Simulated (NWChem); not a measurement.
# carbon disulfide (CS2); SMILES S=C=S

All runs: NWChem. Pople sets run with spherical d functions. The geometry was optimised at PBE0/def2-SVP.

### Question
What does the run give for PBE0/6-311G**? Quantities: highest occupied level (eV); orbital gap (eV).

### Answer
```
Item                         Result
---------------------------  ------
highest occupied level (eV)   -7.92
orbital gap (eV)               5.94
```
